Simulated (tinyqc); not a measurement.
Inside a calculation. Method: Hueckel theory of the pi electrons with the omega technique, for the molecule C=C([CH2-])Cl (SMILES; centres numbered as the heavy atoms are written). One step of it, computed by the program tinyqc.

Task: Energy, charges, bond orders. E = sum n x; q_r = z_r - P_rr; bond order p = P_rs; free valence = sqrt(3) - sum of p over the bonds of the atom.

final x values: [2.114741, 0.944709, -0.610885, -1.848562]

occupations: [2.000000, 2.000000, 2.000000, 0.000000]

final P, order 1C, 2C, 3C, 4Cl:
```
[[1.436347, 0.697621, -0.563653, -0.072264],
 [0.697621, 1.136571, 0.697621, 0.089439],
 [-0.563653, 0.697621, 1.436347, -0.072264],
 [-0.072264, 0.089439, -0.072264, 1.990735]]
```

Centres:
```
centre  z_r, pi electrons of the neutral centre         h
1C                                            1  0.000000
2C                                            1  0.000000
3C                                            1  0.000000
4Cl                                           2  2.000000
```

Bonds:
```
i  j         k
1  2         1
2  3         1
2  4  0.400000
```

Give: pi energy = 6 alpha + this times beta; pi charges; Bond orders and lengths from R = 1.517 - 0.180 p; free valence of the carbons; gap between the highest filled and the next level.

Result:

pi energy = 6 alpha + this times beta = 4.8971

pi charges: [-0.4363, -0.1366, -0.4363, 0.0093]

Bond orders and lengths from R = 1.517 - 0.180 p (angstrom, C-C alone):
```
bond       p       R
1-2   0.6976  1.3914
2-3   0.6976  1.3914
2-4   0.0894       -
```

free valence of the carbons: [1.0344, 0.2474, 1.0344]

gap between the highest filled and the next level = 1.2377 |beta|
